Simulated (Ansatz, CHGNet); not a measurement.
For hcp Be, the machine-learned potential CHGNet 0.3.0 (trained on PBE and PBE+U data) gives:

```
Item                   Value
-------------------  -------
lattice parameter a  2.255 Å
lattice parameter c  3.672 Å
```

Q: What does r²SCAN-D4 in Ansatz (plane waves, PAW) give for the same quantities?

A: 
- lattice constant a: 2.257 Å (stays essentially unchanged)
- lattice parameter c: 3.561 Å (shrinks by 3.0 %)

For comparison: lattice constant a 2.286 Å (measured, 293 K, not corrected to a static lattice, our sources range from 2.286 to 2.290; as tabulated in Wikipedia's data pages); lattice parameter c 3.584 Å (measured, 293 K, not corrected to a static lattice; as tabulated in Wikipedia's data pages).

Changes are worked out from the printed values.

Unless a cell is named, each level is at its own relaxed cell (CHGNet 0.3.0 8.09, r²SCAN-D4 7.85 Å³/atom).

Ansatz's density-functional and Hartree–Fock values are scalar-relativistic unless marked +SOC, with PAW data made under PBE.

Ansatz is a first-principles code.
